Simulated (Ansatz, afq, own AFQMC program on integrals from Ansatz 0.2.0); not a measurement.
Two steps: Ansatz 0.2.0 writes the Fock matrix and Cholesky factors of the valence space, and afq projects on them the lowest state that overlaps trial and start.

```yaml
crystal:
  periodic: [false, false, false]
  atoms:
    - {symbol: Ru, position_ang: [0.000000, 0.000000, 0.000000]}
basis:
  gaussian: {orbitals: def2-SVP}
total_charge: 1
magnetization: {spin_polarized: true, initial_magnetization: 5}
correlation: {method: ccsd_t, electrons: outside_noble_gas, hamiltonian_folder: ham}
```

```sh
$ ansatz run in.yaml --threads 1 --pin off --events-out ev --progress --plain --max-ram 16896MiB --backend cuda --devices 0, --max-vram 18GiB
```

afq runs on the folder ham with

```
--method phaseless --trial hf --walkers 80 --populations 1 --least-time 40 --time-step 0.02 --steps-per-block 5 --equilibration-blocks 100 --max-blocks 400 --target-error 0.00064 --factor-cut 1e-05 --start determinant --seed 7561 --taylor-order 6
```

Times are imaginary, in 1/Eh. The walk had a cap of 60 s. Core potentials past Kr, no spin–orbit coupling.

Output of the walk:

```
orbitals 27  electrons 6 1  factors 208 of 223
reference energy -93.85446972 Eh
CCSD correlation -0.08783363 Eh in 9 cycles, weight of the determinant in the CISD state 0.9720
energy of the start -93.854470 Eh
 block  time / (1/Eh)  mean weight  energy / Eh
     1     0.100  1.0003  -93.879429
     2     0.200  1.0029  -93.896542
     3     0.300  1.0036  -93.911988
     4     0.400  1.0122  -93.920517
     5     0.500  1.0029  -93.918191
     7     0.700  1.0063  -93.931480
     9     0.900  1.0111  -93.939963
    13     1.300  1.0009  -93.937631
    37     3.700  0.9997  -93.948055
    61     6.100  1.0027  -93.931236
    73     7.300  0.9988  -93.961258
    85     8.500  0.9991  -93.941382
   109    10.900  0.9995  -93.941419
   133    13.300  0.9948  -93.938244
   157    15.700  1.0062  -93.943725
   181    18.100  1.0002  -93.937166
   205    20.500  0.9929  -93.952587
   229    22.900  1.0015  -93.957038
   253    25.300  1.0055  -93.947713
   277    27.700  0.9926  -93.941260
   301    30.100  1.0058  -93.930977
   325    32.500  1.0032  -93.931952
   349    34.900  1.0043  -93.944408
   373    37.300  0.9986  -93.942471
   397    39.700  0.9903  -93.927778
   421    42.100  1.0001  -93.948841
   445    44.500  1.0023  -93.951905
   469    46.900  1.0033  -93.948322
   481    48.100  1.0029  -93.925790
   493    49.300  0.9979  -93.941014
blocks merged  error / Eh  count
     1  0.000521  400
     2  0.000679  200
     4  0.000895  100
     8  0.001102  50
    16  0.001321  25
    32  0.001598  12
energy -93.942915 +/- 0.001321 Eh
(rows thinned)
```

The run passed its tests (sampling time, drift between the halves within three errors, error under three times the target), which doesn't prove that it has relaxed.

Against this walk (error 35.9 meV) on the same determinant: CCSD(T) 6.7 meV lower (within the noise), full CI 10.8 meV lower (within the noise), a separate phaseless walk with a CISD trial and standard settings 8.3 ± 35.9 meV lower (within the noise). The error is statistical and leaves out the bias of the constraint.

Cautions: constraint bias not in the error; error above the target (35.9 against 17.4 meV); no spin-orbit coupling; outer-core shells of the metal frozen; another spin lies lower (by 748 meV); the time-step error isn't removed.

The walk took 15 s on 1 × NVIDIA H100 80GB HBM3 with 2 threads of AMD EPYC 7R13 Processor (Zen 3), on a shared host (the card was shared). The log's last line is the phaseless energy.

A walk keeps the symmetry of its determinant, which the program's search chose and which needn't be the lowest solution, so a lower state of the same spin and another symmetry isn't excluded.
